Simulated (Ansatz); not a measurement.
**AlSiH₃ (triplet): wave-function methods side by side, cc-pVDZ**

The task here is to estimate one member of a computed series from the others.

Program: Ansatz 0.2.0, Gaussian basis. Level of theory: cc-pVDZ, core rule «outside noble gas», up to 10 orbitals frozen. These are calculated values, not measurements.

Plan: UHF; CCSD(T) on ROHF; CCSD(T) on UHF; BCCD(T) on ROHF; CISD; CCSDT(Q) on ROHF; CCSDT(Q) on UHF.

25 further runs of the same task are left out: 2 for a known fault of the program, 7 that didn't finish, 16 set aside as unsound or not needed.

### The system

The geometry is a PBE0/def2-TZVP stationary point (not a proven minimum).

5 atoms, charge 0, spin multiplicity 3.

Atoms are counted from 1 here; the program's logs count them from 0.

Bond lengths: Si1–Al2 2.384 Å, Si1–H3 1.491 Å, Si1–H4 1.488 Å, Al2–H5 1.599 Å. Angles: Al2–Si1–H3 128.9°, Al2–Si1–H4 122.2°, H3–Si1–H4 108.9°, Si1–Al2–H5 118.6°.

The first run:

The input, in.yaml:

```yaml
crystal:
  periodic: [false, false, false]
  atoms:
    - {symbol: Si, position_ang: [0.000000, 0.049734, 1.130850]}
    - {symbol: Al, position_ang: [0.000000, -0.102648, -1.247806]}
    - {symbol: H, position_ang: [0.000000, 1.267953, 1.991081]}
    - {symbol: H, position_ang: [0.000000, -1.155684, 2.002693]}
    - {symbol: H, position_ang: [0.000000, 1.249712, -2.101556]}
basis:
  gaussian: {orbitals: cc-pVDZ}
magnetization: {spin_polarized: true, initial_magnetization: 2}
hamiltonian: {xc: hf}
output: {orbitals: {seedname: orbitals}}
```

Command:

```bash
$ ansatz run in.yaml --threads 1 --pin off --events-out ev --progress --plain --max-ram 2393MiB
```

Among the steps run: UHF; CCSD(T) on ROHF; CCSD(T) on UHF; BCCD(T) on ROHF; CISD; CCSDT(Q) on ROHF; CCSDT(Q) on UHF.

One of the session's tables, all rows but one given; the rest of the session is left out.

It belongs to the step «Misses and costs». 

| method | from UCCSDT(Q) (meV) |
| --- | --- |
| ROHF | +4922.1 |
| UHF | +4817.6 |
| RMP2 | +1166.9 |
| UMP2 | +1180.6 |
| CISD | +503.0 |
| RCCSD | +167.7 |
| UCCSD | ? |
| RCCSD(T) | +40.0 |
| UCCSD(T) | +40.1 |
| BCCD(T) | +39.5 |
| RCCSDT | +6.1 |
| UCCSDT | +5.6 |
| RCCSDT(Q) | +0.5 |
| UCCSDT(Q) | 0 |

Estimate the missing values for UCCSD.

**Answer.** from UCCSDT(Q) (meV): +164.5. In the column «from UCCSDT(Q) (meV)» it lies between UCCSD(T) (+40.1) and RCCSD (+167.7).

With the free atoms at the same levels and basis (separate runs), the atomisation energy is 9.988 eV at UCCSDT(Q), 9.971 eV at RCCSD(T), 9.970 eV at UCCSD(T), 8.347 eV at ROHF.

Limits of these values: Restricted and unrestricted rows rest on different reference determinants; where their highest levels disagree by more than a few hundredths of an eV, they describe different states and don't form one ladder.
